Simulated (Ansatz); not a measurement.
**H₂LiOSi radical (SMILES [Li][O][SiH2]): functionals against CCSD(T) at one geometry**

One table from this session's results is given with a row withheld; the runs are named, their logs left out.

Method: single points in def2-TZVPP; program: Ansatz 0.2.0, Gaussian basis.

Correlated methods freeze the cores. The outer core shell of Li, Na, Mg and K is correlated. Orbitals are unrestricted.

**Starting geometry**

SMILES `[Li][O][SiH2]`, 5 atoms, charge 0, spin multiplicity 2.

Atoms are counted from 1 here; the program's logs count them from 0.

Bond lengths: Li1–O2 1.682 Å, O2–Si3 1.577 Å, Si3–H4 1.501 Å, Si3–H5 1.482 Å. Angles: Li1–O2–Si3 169.6°, O2–Si3–H4 118.4°, O2–Si3–H5 114.9°, H4–Si3–H5 110.2°.

As a file:

| atom | x (Å) | y (Å) | z (Å) |
| --- | --- | --- | --- |
| Li1 | -1.8089 | -0.5622 | 1.6763 |
| O2 | -0.4766 | -0.4130 | 0.6611 |
| Si3 | 0.6184 | -0.0722 | -0.4215 |
| H4 | 0.2265 | -0.1103 | -1.8698 |
| H5 | 1.4173 | 1.1436 | -0.1390 |

Set-up of the first run:

Contents of run/in.yaml:

```yaml
crystal:
  periodic: [false, false, false]
  atoms:
    - {symbol: Li, position_ang: [-1.808900, -0.562200, 1.676300]}
    - {symbol: O, position_ang: [-0.476600, -0.413000, 0.661100]}
    - {symbol: Si, position_ang: [0.618400, -0.072200, -0.421500]}
    - {symbol: H, position_ang: [0.226500, -0.110300, -1.869800]}
    - {symbol: H, position_ang: [1.417300, 1.143600, -0.139000]}
basis:
  gaussian: {orbitals: def2-TZVPP}
magnetization: {spin_polarized: true, initial_magnetization: 1}
correlation: {method: ccsd_t}
scf: {omitted_lower_state_checks: [cluster_reference]}
output: {forces: true}
```

No record of the launch command was kept for these runs.

Steps of the session up to this table: CCSD(T)/def2-TZVPP; PBE0-D4/def2-TZVPP; wB97M-V/def2-TZVPP; r2SCAN-D4/def2-TZVPP; PBE-D4/def2-TZVPP; CAM-B3LYP-D4/def2-TZVPP; HSE06-D4/def2-TZVPP.

One of the session's tables, all rows but one given; the rest of the session is left out.

```
      method  RMS force component (eV/Å)  angle to CCSD(T) forces (°)  dipole (D)
     CCSD(T)                       0.602                    reference        7.99
     PBE0-D4                       0.567                          8.6        7.88
     wB97M-V                       0.596                          2.7        7.82
   r2SCAN-D4                       0.558                          4.6        8.00
      PBE-D4                       0.715                          9.3        7.71
CAM-B3LYP-D4                           ?                            ?           ?
    HSE06-D4                       0.567                          8.6        7.88
```

**Question.** Estimate the row for CAM-B3LYP-D4.

The run gave: RMS force component (eV/Å): 0.587; angle to CCSD(T) forces (°): 8.3; dipole (D): 7.78. In the column «RMS force component (eV/Å)» it lies between HSE06-D4 (0.567) and wB97M-V (0.596).
